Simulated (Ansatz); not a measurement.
`CCCC(C)C` and `CCC(C)C(C)C` differ in one atom or group.

Ansatz, PBE0-D4/def2-TZVP geometries, multiplicity 1. Each molecule was computed in one conformer, which needn't be the lowest.

| property | `CCCC(C)C` |
| --- | --- |
| HOMO–LUMO gap (PBE0/def2-TZVPP) / eV | 9.72 |
| size of the dipole moment (B3LYP/def2-TZVPP) / D | 0.10 |
| HOMO–LUMO gap (PBE/def2-TZVPP) / eV | 7.58 |
| HOMO–LUMO gap (B3LYP/def2-TZVPP) / eV | 9.22 |
| HOMO energy (PBE/def2-TZVPP) / eV | -7.23 |
| HOMO energy (PBE0/def2-TZVPP) / eV | -8.58 |

(1) Give the same properties after the change, and the shifts. (An estimate is asked.)

Answers

(1) Ansatz gave: 
| property | `CCC(C)C(C)C` | shift |
| --- | --- | --- |
| HOMO–LUMO gap (PBE0/def2-TZVPP) / eV | 9.60 | -0.12 |
| size of the dipole moment (B3LYP/def2-TZVPP) / D | 0.08 | -0.02 |
| HOMO–LUMO gap (PBE/def2-TZVPP) / eV | 7.48 | -0.10 |
| HOMO–LUMO gap (B3LYP/def2-TZVPP) / eV | 9.10 | -0.12 |
| HOMO energy (PBE/def2-TZVPP) / eV | -7.13 | 0.10 |
| HOMO energy (PBE0/def2-TZVPP) / eV | -8.45 | 0.13 |

Dipoles are sizes alone; their direction can turn.

B3LYP here is the variant with VWN-RPA as its local correlation; programs differ in this.
